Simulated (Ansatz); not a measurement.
**Reading a saddle point**

A first-order saddle point of AlH₂OF, singlet, PBE0-D4/def2-TZVP, with one imaginary mode of 1302i cm⁻¹:

```csv
atom,x (Å),y (Å),z (Å)
Al1,0.6279,0.2511,-0.2629
F2,-0.0085,-1.5299,-0.2418
H3,1.0881,-1.3382,-0.7407
O4,-0.4233,1.3742,0.4254
H5,-1.2842,1.2429,0.8201
```

Computed with Ansatz 0.2.0 (basis: def2-TZVPP and def2-QZVPP); correlated methods freeze the cores. Extrapolation: Hartree–Fock as exp(−7.88 √X), correlation as X^−2.97.

Task: Which contacts change along the imaginary mode, and what lies on either side? (A judgement: the text doesn't fix the answer.)

Result: By the calculation: The step is AlH₂OF ([OH][AlH][F]) → AlHO ([OH][Al]) + HF, with the molecules in contact on both sides. Shortening one way: F2–H3; lengthening the same way: Al1–F2, Al1–H3.
```
  pair  one side (Å)  saddle (Å)  other side (Å)
 F2–H3          2.78        1.22            0.93
Al1–F2          1.65        1.89            3.45
Al1–H3          1.56        1.72            2.52
```

Task: Which side is lower, and how far does the saddle lie above each? (Judge from chemistry; the value comes from the calculation.)

Result: Computed: The side with Al1–F2, Al1–H3 short is lower by 2.459 eV; the saddle lies 3.457 eV above it and 0.998 eV above the other (CCSD(T) at an estimated basis limit (MP2 extrapolated from triple and quadruple zeta, plus CCSD(T) − MP2 in triple zeta); electronic energies).

The T1 diagnostic stays at or below 0.017. The restricted Hartree–Fock reference is unstable towards an unrestricted one at one or more of these structures.

Labels in which every atom is bracketed show which atoms are joined, not bond orders.

For scale, one of the runs: CCSD(T)/def2-TZVPP, 132 basis functions (an equivalent command: `ansatz run in.yaml --threads 2`). The run took 4 s on 2 CPU threads (shared host), with 0.73 GiB of host memory at its peak.
